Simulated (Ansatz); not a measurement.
# NH₄+: geometry and frequencies at several levels

One table from this session's results is given with a row withheld; the runs are named, their logs left out.

Program: Ansatz 0.2.0. Level of theory: the levels named in each step. These are calculated values, not measurements.

### The system as given

Bond lengths: N1–H2 1.030 Å, N1–H3 1.030 Å, N1–H4 1.030 Å, N1–H5 1.030 Å. Angles: H2–N1–H3 109.5°, H2–N1–H4 109.5°, H2–N1–H5 109.4°, H3–N1–H4 109.4°, H3–N1–H5 109.5°, H4–N1–H5 109.5°.

As a file:

```xyz
5

N     0.0000    0.0000    0.0000
H    -0.6713   -0.2752   -0.7308
H     0.0900    1.0257    0.0160
H    -0.3359   -0.3289    0.9162
H     0.9176   -0.4219   -0.2011
```

Set-up of the first run:

input.yaml

```yaml
crystal:
  periodic: [false, false, false]
  atoms:
    - { symbol: "N", position_ang: [5.122e-05, -6.498e-05, 7.338e-05] }
    - { symbol: H, position_ang: [-0.66668751, -0.27287526, -0.72551854] }
    - { symbol: H, position_ang: [0.0891685, 1.01839873, 0.01554321] }
    - { symbol: H, position_ang: [-0.33347943, -0.32686072, 0.90969525] }
    - { symbol: H, position_ang: [0.91120723, -0.41892778, -0.19942331] }
total_charge: 1
basis:
  gaussian: { orbitals: def2-TZVPP }
hamiltonian:
  xc: pbe0
  dispersion: d4
phonons: {}
```

Launch:

```console
ansatz run input.yaml --threads 2 --pin off --max-ram 5120MiB --backend cpu --events-out ev --progress --plain --runs-dir out
```

Among the steps run: Frequencies, PBE0-D4/def2-TZVPP; Relaxation, PBE-D4/def2-TZVPP; Frequencies, PBE-D4/def2-TZVPP; Relaxation, r2SCAN-D4/def2-TZVPP; Frequencies, r2SCAN-D4/def2-TZVPP; Relaxation, B3LYP-D4/def2-TZVPP; Frequencies, B3LYP-D4/def2-TZVPP; Relaxation, B2PLYP/def2-TZVPP; Frequencies, B2PLYP/def2-TZVPP.

One of the session's tables, all rows but one given; the rest of the session is left out.

It belongs to the step «Geometries side by side». 

| level | N1–H2 (Å) | N1–H3 (Å) | highest frequency (cm⁻¹) |
| --- | --- | --- | --- |
| PBE0-D4/def2-TZVPP | 1.0225 | 1.0225 | 3518 |
| PBE-D4/def2-TZVPP | 1.0309 | 1.0309 | 3413 |
| r2SCAN-D4/def2-TZVPP | ? | ? | ? |
| B3LYP-D4/def2-TZVPP | 1.0240 | 1.0240 | 3474 |
| B2PLYP/def2-TZVPP | 1.0217 | 1.0217 | 3508 |

Estimate the missing values for r2SCAN-D4/def2-TZVPP.

As computed: N1–H2 (Å): 1.0226; N1–H3 (Å): 1.0226; highest frequency (cm⁻¹): 3496. In the column «N1–H2 (Å)» it lies between PBE0-D4/def2-TZVPP (1.0225) and B3LYP-D4/def2-TZVPP (1.0240).
